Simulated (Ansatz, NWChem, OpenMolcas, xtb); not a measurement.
How methods differ on SiS (SMILES [Si-]#[S+])

SiS: 2 atoms, total charge 0, spin state singlet. As SMILES, `[Si-]#[S+]`. Geometry: the measured bond length.

```xyz
2

Si    0.0000    0.0000    0.0000
S     0.0000    0.0000    1.9293
```

Quantity: the energy change with the Si1–S2 bond stretched from 1.929 to 3.473 Å, in eV. The values are calculated.

```csv
level,kind,program,value (eV),less CCSD(T)/cc-pVTZ,CPU time (all runs)
GFN0-xTB,semi-empirical,xtb,0.38,-6.44,under 2 s
HF/cc-pVTZ (restricted),Hartree–Fock,OpenMolcas,6.80,-0.02,5.3 s
SVWN5/cc-pVTZ (restricted),LDA,NWChem,6.00,-0.82,97 s
BLYP/cc-pVTZ (restricted),GGA,Ansatz,5.31,-1.51,13 s
M06-2X/cc-pVTZ (restricted),hybrid meta-GGA,OpenMolcas,7.12,+0.30,18 s
wB97M-V/cc-pVTZ (restricted),range-separated hybrid,Ansatz,7.22,+0.40,37 s
PBE-QIDH/cc-pVTZ (restricted),double hybrid,Ansatz,7.55,+0.73,10 s
RPA@PBE/cc-pVTZ (restricted),RPA,Ansatz,4.98,-1.84,16 s
"SC-NEVPT2(10,8)/cc-pVTZ",multireference,OpenMolcas,5.18,-1.64,9.3 s
CCSD(T)/cc-pVTZ (restricted),coupled cluster or CI,OpenMolcas,6.82,0.00,11 s
```

CCSD(T)/cc-pVTZ (restricted) is the highest level here, not the true value. At this stretch a single reference begins to fail. Spin-restricted single references rise too steeply as a bond breaks. The first shape isn't each level's own minimum. The values span 0.38 to 7.55 eV. Times are those of the runs behind each value, whatever else they computed, on shared processors of several kinds: orders of magnitude only.
